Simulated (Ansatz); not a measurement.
Structure relaxation of Sr2TiMoO6

Theory: DFT r2SCAN, scalar-relativistic, plane waves, PAW (Ansatz). Cutoff 500 eV, Γ-centred k mesh, Gaussian smearing, collinear spin, first started from parallel moments.

The start is a database structure of Sr2TiMoO6, space group Fm-3m (No. 225).

```xyz
10
Lattice="0.0000 4.0074 4.0074 4.0074 0.0000 4.0074 4.0074 4.0074 0.0000" Properties=species:S:1:pos:R:3 pbc="T T T"
Sr    6.0112    6.0112    6.0112
Sr    2.0037    2.0037    2.0037
Ti    0.0000    0.0000    0.0000
Mo    4.0074    4.0074    4.0074
O     4.0074    4.0074    6.0486
O     4.0074    4.0074    1.9663
O     4.0074    6.0486    4.0074
O     4.0074    1.9663    4.0074
O     6.0486    4.0074    4.0074
O     1.9663    4.0074    4.0074
```

Steps on the 4×4×4 mesh (10 atoms). 4 of 5 steps are shown, and the free energy counts from the last. Trial steps that were taken back and renewals of the plane-wave basis can be among the rows.

```tsv
step	ΔF (meV/atom)	V (Å³/atom)	P (GPa)	largest force component (eV/Å)
1	18.7	12.87	-7.41	0.665
2	0.1	12.23	1.01	0.134
3	-0.2	12.29	0.16	0.068
5	0.0	12.30	0.02	0.002
```

A final relaxation ran on a 8×8×8 mesh. The relaxed crystal, Fm-3m (No. 225):

Space group Fm-3m (No. 225). a = 7.898 Å, b = 7.898 Å, c = 7.898 Å, α = 90.00°, β = 90.00°, γ = 90.00°
```
atom site symmetry x y z
  Sr    8c      -43m  0.2500  0.2500  0.7500
  Ti    4a m-3m  0.0000  0.0000  0.0000
  Mo    4b m-3m  0.5000  0.0000  0.0000
   O   24e      4m.m  0.0000  0.0000  0.7519
```

| Quantity | Value |
| --- | --- |
| Volume per atom | 12.32 Å³ |
| Density | 5.59 g/cm³ |
| Energy over the elements | -3.04 eV/atom |
| Gap on the 8×8×8 mesh | 0 eV (a metal) |
| Net moment per atom | 0.18 μB |
| Largest site moment | 0.84 μB |

Energies over the elements count from the elements' standard structures at the same level (O₂ as a molecule), with no empirical corrections.

The final run used a 8×8×8 mesh on its 10-atom cell and 0.10 eV smearing. The k mesh leaves about 4 meV/atom of noise in metals. The magnetic state reached may not be the lowest.

Symmetry constrained the relaxation, so the result can be a saddle point.

Cost: 3 runs of about 9.2 core-minutes in all, on Arm Neoverse V2 (shared hosts).